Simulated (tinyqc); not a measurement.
Worked calculation: MP2 on RHF in the sto-3g basis, for H2F+, spin multiplicity 1. One step of it, computed by the program tinyqc.

Task: Iteration 7 (converged): orbitals. Diagonalise F' = X^T F X, C = X C', fill 5 alpha and 5 beta electrons from the bottom; D = 2 C_occ C_occ^T. Each column has its largest component positive (the first on a tie).

converged F (hartree):
```
             1F 1s      1F 2s     1F 2px     1F 2py     1F 2pz      2H 1s      3H 1s
1F 1s   -26.634309  -6.793915   0.000000   0.001269  -0.024330  -1.299855  -1.448481
1F 2s    -6.793915  -3.674556   0.000000   0.012360  -0.134102  -1.306755  -1.412926
1F 2px    0.000000   0.000000  -1.065006   0.000000   0.000000   0.000000   0.000000
1F 2py    0.001269   0.012360   0.000000  -1.052522   0.007826  -0.568061   0.594564
1F 2pz   -0.024330  -0.134102   0.000000   0.007826  -1.055857  -0.418959  -0.437016
2H 1s    -1.299855  -1.306755   0.000000  -0.568061  -0.418959  -0.918339  -0.463463
3H 1s    -1.448481  -1.412926   0.000000   0.594564  -0.437016  -0.463463  -0.989420
```

X:
```
            1F 1s      1F 2s    1F 2px     1F 2py     1F 2pz      2H 1s      3H 1s
1F 1s    1.024121  -0.140387  0.000000   0.000704  -0.006911   0.019062   0.020471
1F 2s   -0.140387   1.198197  0.000000  -0.010062   0.071941  -0.237884  -0.268979
1F 2px   0.000000   0.000000  1.000000   0.000000   0.000000   0.000000   0.000000
1F 2py   0.000704  -0.010062  0.000000   1.093392  -0.003499  -0.198040   0.211931
1F 2pz  -0.006911   0.071941  0.000000  -0.003499   1.029408  -0.098983  -0.109023
2H 1s    0.019062  -0.237884  0.000000  -0.198040  -0.098983   1.149875  -0.092265
3H 1s    0.020471  -0.268979  0.000000   0.211931  -0.109023  -0.092265   1.174542
```

Give: F' = X^T F X; orbital energies; coefficients C; D after iteration 7.

Result:

F' = X^T F X (hartree):
```
          1        2        3        4        5        6        7
1  -26.1507  -3.4488   0.0000   0.0013  -0.0422  -0.1833  -0.2226
2   -3.4488  -2.2349   0.0000  -0.0066   0.0407  -0.5287  -0.5826
3    0.0000   0.0000  -1.0650   0.0000   0.0000   0.0000   0.0000
4    0.0013  -0.0066   0.0000  -0.7781  -0.0001  -0.4737   0.4954
5   -0.0422   0.0407   0.0000  -0.0001  -0.9624  -0.2776  -0.2943
6   -0.1833  -0.5287   0.0000  -0.4737  -0.2776  -0.3679  -0.1034
7   -0.2226  -0.5826   0.0000   0.4954  -0.2943  -0.1034  -0.3590
```

orbital energies (hartree): MO1 -26.6442, MO2 -2.0985, MO3 -1.2515, MO4 -1.0997, MO5 -1.0650, MO6 0.0234, MO7 0.2174

coefficients C:
```
            MO1      MO2      MO3      MO4     MO5      MO6      MO7
1F 1s    0.9946  -0.2482  -0.0068   0.0687  0.0000   0.1160   0.0189
1F 2s    0.0239   0.9314   0.0360  -0.3466  0.0000  -0.7621  -0.1391
1F 2px   0.0000   0.0000   0.0000   0.0000  1.0000   0.0000   0.0000
1F 2py  -0.0003  -0.0112   0.7343   0.0261  0.0000  -0.1030   0.8539
1F 2pz   0.0027   0.1216  -0.0272   0.8892  0.0000  -0.5235  -0.0790
2H 1s   -0.0045   0.0829   0.3307   0.1968  0.0000   0.8701  -0.7243
3H 1s   -0.0050   0.0928  -0.3399   0.1733  0.0000   0.6693   0.9568
```

D after iteration 7:
```
          1F 1s    1F 2s  1F 2px   1F 2py   1F 2pz    2H 1s    3H 1s
1F 1s    2.1111  -0.4630  0.0000  -0.0014   0.0676  -0.0275  -0.0276
1F 2s   -0.4630   1.9790  0.0000   0.0139  -0.3916   0.0416   0.0279
1F 2px   0.0000   0.0000  2.0000   0.0000   0.0000   0.0000   0.0000
1F 2py  -0.0014   0.0139  0.0000   1.0799   0.0038   0.4941  -0.4922
1F 2pz   0.0676  -0.3916  0.0000   0.0038   1.6126   0.3521   0.3493
2H 1s   -0.0275   0.0416  0.0000   0.4941   0.3521   0.3100  -0.1412
3H 1s   -0.0276   0.0279  0.0000  -0.4922   0.3493  -0.1412   0.3084
```
